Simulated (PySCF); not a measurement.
carbonyl sulfide (COS), SMILES O=C=S. Atoms are numbered in the order given.

```xyz
3

O      0.0000     0.0000    -1.6805
C      0.0000     0.0000    -0.5250
S      0.0000     0.0000     1.0371
```
Charge 0, spin multiplicity 1.

Geometry optimised at B3LYP-D3(BJ)/def2-TZVP.

Two levels are set side by side: PBE/pcSseg-2 (PySCF) and B3LYP/pcSseg-2 (PySCF). GIAO shifts against H2O (¹⁷O), H2S (³³S), TMS (¹³C) at the same level; non-relativistic, no solvent, atoms listed together averaged. Differences are taken from unrounded values.

```json
[
 {"quantity": "δ(¹⁷O) of O1 (ppm)", "B3LYP": "253.2"},
 {"quantity": "δ(¹³C) of C2 (ppm)", "B3LYP": "166.7"},
 {"quantity": "δ(³³S) of S3 (ppm)", "B3LYP": "-77.7"}
]
```

**Question.** What does PBE give, and how far is it from B3LYP? (The exact figures need the calculation; the answer reports its results.)

**Answer.** 
```
quantity              PBE  PBE minus B3LYP
------------------  -----  ---------------
δ(¹⁷O) of O1 (ppm)  255.4              2.2
δ(¹³C) of C2 (ppm)  158.4             -8.3
δ(³³S) of S3 (ppm)  -63.8             13.8
```

Rough cost on one machine, each run with all the roots and properties that it gave: B3LYP against PBE about 2 times.
